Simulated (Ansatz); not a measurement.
# C₃H₃FS: up Jacob's ladder to CCSD(T)

The task here is to estimate one member of a computed series from the others.

The runs use Ansatz 0.2.0, Gaussian basis; functionals in def2-TZVPP, the program's frozen cores in correlated methods.

The runs, in order: LDA (SPW92), PBE-D4, revPBE-D4, BLYP-D4, r2SCAN-D4, B97M-V, PBE0-D4, B3LYP-D4, r2SCANh-D4, r2SCAN0-D4, HSE06-D4, BHLYP-D4, CAM-B3LYP-D4, LC-ωPBE, ωB97X-V, ωB97M-V, B2PLYP, PBE-QIDH; CCSD(T)/def2-SVP; CCSD(T)/def2-TZVPP; MP2/def2-QZVPP; extrapolation to the limit; RPA on PBE.

## The relaxed structure

The geometry comes from an earlier relaxation with PBE0-D4 in a triple-zeta def2 set; it is a stationary point, not always the lowest conformer.

8 atoms, charge 0, spin multiplicity 1.

Atoms are counted from 1 here; the program's logs count them from 0.

Bond lengths: F1–C2 1.376 Å, C2–C3 1.463 Å, C2–H6 1.094 Å, C2–H7 1.096 Å, C3–C4 1.276 Å, C3–S5 1.843 Å, C4–S5 1.821 Å, C4–H8 1.076 Å. Angles: F1–C2–C3 111.1°, F1–C2–H6 108.7°, F1–C2–H7 108.0°, C3–C2–H6 109.8°, C3–C2–H7 109.6°, H6–C2–H7 109.6°, C2–C3–C4 152.7°, C2–C3–S5 138.1°, C4–C3–S5 68.7°, C3–C4–S5 70.5°, C3–C4–H8 150.9°, S5–C4–H8 138.4°, C3–S5–C4 40.7°.

The first run:

Contents of in.yaml:

```yaml
crystal:
  periodic: [false, false, false]
  atoms:
    - {symbol: F, position_ang: [-0.194990, 1.657914, 1.248110]}
    - {symbol: C, position_ang: [0.541550, 0.889112, 0.375837]}
    - {symbol: C, position_ang: [-0.249006, -0.228300, -0.139344]}
    - {symbol: C, position_ang: [-0.413570, -1.457216, -0.438893]}
    - {symbol: S, position_ang: [-1.806843, -0.481946, -1.090595]}
    - {symbol: H, position_ang: [1.422649, 0.509253, 0.902117]}
    - {symbol: H, position_ang: [0.857976, 1.528930, -0.455477]}
    - {symbol: H, position_ang: [-0.065767, -2.474846, -0.457556]}
basis:
  gaussian: {orbitals: def2-TZVPP}
hamiltonian: {xc: lda}
output: {orbitals: {seedname: orbitals}}
```

Started as:

```console
$ ansatz run in.yaml --threads 2 --pin off --events-out ev --progress --plain --max-ram 4352MiB
```

Steps of the session up to this table: LDA; PBE-D4 (GGA); revPBE-D4 (GGA); BLYP-D4 (GGA); r2SCAN-D4 (meta-GGA); B97M-V (meta-GGA); B3LYP-D4 (hybrid); r2SCANh-D4 (hybrid); r2SCAN0-D4 (hybrid); HSE06-D4 (hybrid); BHLYP-D4 (hybrid); CAM-B3LYP-D4 (range-separated); LC-ωPBE (range-separated); ωB97X-V (range-separated); ωB97M-V (range-separated); B2PLYP (double hybrid); PBE-QIDH (double hybrid).

One of the session's tables, all rows but one given; the rest of the session is left out.

It belongs to the step «Frontier levels by functional». 

```
  functional  HOMO (eV)  gap (eV)
 LDA (SPW92)      -4.69      2.43
      PBE-D4          ?         ?
   revPBE-D4      -4.48      2.58
     BLYP-D4      -4.40      2.54
   r2SCAN-D4      -4.70      2.90
      B97M-V      -4.75      3.05
     PBE0-D4      -5.70      4.73
    B3LYP-D4      -5.49      4.29
  r2SCANh-D4      -5.14      3.72
  r2SCAN0-D4      -5.80      4.94
    HSE06-D4      -5.30      3.95
    BHLYP-D4      -6.73      6.90
CAM-B3LYP-D4      -7.04      7.25
     LC-ωPBE      -8.42      9.84
     ωB97X-V      -8.03      9.37
     ωB97M-V      -7.88      9.10
```

Q: Estimate the row for PBE-D4 from the others.

**Answer.** HOMO (eV): -4.54; gap (eV): 2.54. In the column «HOMO (eV)» it lies between LDA (SPW92) (-4.69) and revPBE-D4 (-4.48).
